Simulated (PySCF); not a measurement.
Stepwise substitution at one centre (Si F-NH2). All species are isolated molecules in the gas phase. One relaxed conformer stands for each flexible species; it need not be the lowest. Strings in code marks are SMILES.

The HOMO from two functionals at the same geometries (B3LYP-D3(BJ)/def2-TZVP), both in PySCF: PBE-D3(BJ)/def2-TZVP and B3LYP-D3(BJ)/def2-TZVP. B3LYP has the VWN-RPA correlation part, as in Gaussian. 

```tsv
species	PBE-D3(BJ)/def2-TZVP (eV)
0 of 4 F replaced by NH2 (`F[Si](F)(F)F`)	-10.58
1 of 4 F replaced by NH2	-7.05
2 of 4 F replaced by NH2	-6.56
3 of 4 F replaced by NH2 (`N[Si](N)(N)F`)	-5.97
```

**Question.** What does B3LYP-D3(BJ)/def2-TZVP give for each?

**Answer.** 
- 0 of 4 F replaced by NH2 (`F[Si](F)(F)F`): -12.45
- 1 of 4 F replaced by NH2: -8.37
- 2 of 4 F replaced by NH2: -7.85
- 3 of 4 F replaced by NH2 (`N[Si](N)(N)F`): -7.21
Over these rows, drawn at random from the members with no instability flagged (it was tested for open shells, ions and some series alone), PBE minus B3LYP-D3(BJ): mean +1.43 eV, from +1.24 eV to +1.86 eV.
